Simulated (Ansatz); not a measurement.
**CH5N (triplet): wave-function methods side by side at distance N1–H4 along a hydrogen transfer = 1.092 Å, cc-pVDZ**

One table from this session's results is given with a row withheld; the runs are named, their logs left out.

Program: Ansatz 0.2.0, Gaussian basis. Level of theory: cc-pVDZ, core rule «outside noble gas», up to 2 orbitals frozen. These are calculated values, not measurements.

To be run: UHF; CCSD(T) on ROHF; CCSD(T) on UHF; BCCD(T) on ROHF; CISD; CCSDT(Q) on ROHF; CCSDT(Q) on UHF; CASSCF and MRCISD+Q, 4 electrons in 4 orbitals; CASSCF and NEVPT2, 4 electrons in 4 orbitals.

## What is computed

The geometry derives from fragments relaxed apart (PBE0/def2-TZVP) and kept rigid, so it is no stationary point. A hydrogen atom is moved between rigid fragments.

7 atoms, charge 0, spin multiplicity 3.

Atoms are counted from 1 here; the program's logs count them from 0.

Bond lengths: N1–H2 1.012 Å, N1–H3 1.012 Å, N1–H4 1.092 Å, C5–H6 1.079 Å, C5–H7 1.079 Å. Angles: H2–N1–H3 107.1°, H2–N1–H4 107.1°, H3–N1–H4 107.1°, H6–C5–H7 134.8°.

Coordinates:

```
N    -1.2426   -0.0184   -0.0286
H    -1.5399    0.9495   -0.0286
H    -1.5399   -0.4207    0.8517
H    -0.1506   -0.0184   -0.0286
C     1.4134   -0.0184   -0.0286
H     1.8279   -0.0184    0.9676
H     1.8279   -0.0184   -1.0247
```

The first run:

File in.yaml:

```yaml
crystal:
  periodic: [false, false, false]
  atoms:
    - {symbol: N, position_ang: [-1.242598, -0.018354, -0.028568]}
    - {symbol: H, position_ang: [-1.539878, 0.949480, -0.028568]}
    - {symbol: H, position_ang: [-1.539878, -0.420653, 0.851691]}
    - {symbol: H, position_ang: [-0.150598, -0.018354, -0.028568]}
    - {symbol: C, position_ang: [1.413402, -0.018354, -0.028568]}
    - {symbol: H, position_ang: [1.827870, -0.018354, 0.967593]}
    - {symbol: H, position_ang: [1.827869, -0.018354, -1.024729]}
basis:
  gaussian: {orbitals: cc-pVDZ}
magnetization: {spin_polarized: true, initial_magnetization: 2}
hamiltonian: {xc: hf}
output: {orbitals: {seedname: orbitals}}
```

Run with:

```sh
ansatz run in.yaml --threads 1 --pin off --events-out ev --progress --plain --max-ram 2816MiB --backend cpu
```

Among the steps run: UHF; CCSD(T) on ROHF; CCSD(T) on UHF; BCCD(T) on ROHF; CISD; CCSDT(Q) on ROHF; CCSDT(Q) on UHF; CASSCF and MRCISD+Q, 4 electrons in 4 orbitals; CASSCF and NEVPT2, 4 electrons in 4 orbitals.

One of the session's tables, all rows but one given; the rest of the session is left out.

It belongs to the step «Misses and costs». 

```
       method  from UCCSDT(Q) (kcal/mol)
         ROHF                          ?
          UHF                    +209.80
         RMP2                     +28.20
         UMP2                     +27.98
         CISD                     +22.84
        RCCSD                      +5.24
        UCCSD                      +5.14
     RCCSD(T)                      +0.83
     UCCSD(T)                      +0.81
      BCCD(T)                      +0.82
       RCCSDT                      +0.34
       UCCSDT                      +0.32
    RCCSDT(Q)                      +0.03
    UCCSDT(Q)                          0
  CASSCF pair                    +201.84
  NEVPT2 pair                     +28.64
  MRCISD pair                     +20.65
MRCISD+Q pair                      +2.84
```

**Question.** Estimate the row for ROHF.

As computed: from UCCSDT(Q) (kcal/mol): +214.99. In the column «from UCCSDT(Q) (kcal/mol)» it is the highest.

Limits of these values: Restricted and unrestricted rows rest on different reference determinants; where their highest levels disagree by more than a few hundredths of an eV, they describe different states and don't form one ladder.
